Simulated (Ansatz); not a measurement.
**SiH4 (SMILES [H][Si]([H])([H])[H]): the energy, rung by rung**

SiH4 has 5 atoms, charge 0, and is taken as a singlet. As SMILES, `[H][Si]([H])([H])[H]`. The shape is that of a GFN2-xTB optimisation.

```xyz
5

Si    0.0001    0.0000    0.0001
H     0.0113   -0.0194    1.4609
H     1.3735    0.0113   -0.4978
H    -0.6966    1.1967   -0.4657
H    -0.6882   -1.1885   -0.4975
```

Quantity: the energy change with the Si1–H4 bond stretched from 1.461 to 2.191 Å, in eV. The values are calculated.

| level | kind | program | value (eV) | less FCI/6-31G | CPU time (all runs) |
| --- | --- | --- | --- | --- | --- |
| B3LYP/6-31G (restricted) | global hybrid | Ansatz | 1.71 | +0.24 | 1.2 s |
| r2SCAN0/6-31G (restricted) | hybrid meta-GGA | Ansatz | 1.82 | +0.35 | 2.5 s |
| HSE06/6-31G (restricted) | range-separated hybrid | Ansatz | 1.74 | +0.27 | 1.5 s |
| RPA@PBE/6-31G (restricted) | RPA | Ansatz | 1.44 | -0.03 | 1.7 s |
| MP2/6-31G (restricted) | perturbation theory | Ansatz | 1.72 | +0.25 | 0.3 s |
| BCCD(T)/6-31G (restricted) | coupled cluster or CI | Ansatz | 1.47 | 0.00 | 0.45 s |
| CCSDT/6-31G (restricted) | coupled cluster or CI | Ansatz | 1.47 | 0.00 | 0.61 s |
| FCI/3-21G | exact in the basis | Ansatz | 1.48 | +0.01 | 16 s |
| FCI/6-31G | exact in the basis | Ansatz | 1.47 | 0.00 | 16 s |

FCI/6-31G is exact within its basis and frozen core, so for wave-function methods in that basis the difference is their error; functionals converge differently with the basis, so for them it is only a difference. The first shape isn't each level's own minimum. The values span 1.44 to 1.82 eV. All rows use very small basis sets, so none should be taken for the real molecule's value. Times are those of the runs behind each value, whatever else they computed, on shared processors of several kinds: orders of magnitude only.
